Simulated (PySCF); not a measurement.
Monofluorosilane, FH3Si.
Bonds: F1–Si2. Hydrogens: H3, H4, H5 on Si2.

Computed, not measured: core-valence-separated Tamm–Dancoff BHandHLYP/aug-pcX-1 (pcseg-1 on H, def2-SVPD on Si) in PySCF, non-relativistic, gas phase, PBE0-D3(BJ)/def2-SVP geometry. BHandHLYP without relativity tends to put these K edges a few eV too low, so spacings mean more than positions.

Question: Give energies, oscillator strengths and core holes at the F K edge.

Answer: 
```json
{"E (eV)": "684.59", "f": "0.0137", "core hole on": "F1", "main final orbital": "LUMO (75 %)"}
{"E (eV)": "686.77", "f": "0.0051", "core hole on": "F1", "main final orbital": "LUMO+1 (74 %)"}
{"E (eV)": "686.86", "f": "0.0226", "core hole on": "F1", "main final orbital": "LUMO+2/LUMO+3 (2 roots, f summed)"}
{"E (eV)": "688.25", "f": "0.0031", "core hole on": "F1", "main final orbital": "LUMO+4 (89 %)"}
{"E (eV)": "688.75", "f": "0.0142", "core hole on": "F1", "main final orbital": "LUMO+5/LUMO+6 (2 roots, f summed)"}
```

The first line with a tenth or more of the strongest one's intensity is at 684.59 eV (f = 0.014), with the hole on F1 (silicon-bound fluorine). The strongest listed is at 686.86 eV (f = 0.023, sum of 2; F1).

Roots within 0.03 eV whose holes lie on the same, on equivalent or on shared atoms are summed into one line, and the highest roots are left out, as the search may have cut off their partners. Final orbitals are the ground state's empty Kohn–Sham orbitals.

Question: What length of transition dipole belongs to the line at 684.59 eV?

Answer: From f = (2/3) ΔE |μ|² in atomic units, with ΔE = 25.158 Eh and f = 0.0137: |μ| = 0.029 au = 0.07 D.

The list ends where the root search ended, not at a threshold.

The run took 0.65 s on one thread, Arm Neoverse V2 (aarch64), shared host with 32 logical CPUs at a one-minute load of 9.8, and the process peaked at 0.33 GiB of memory.
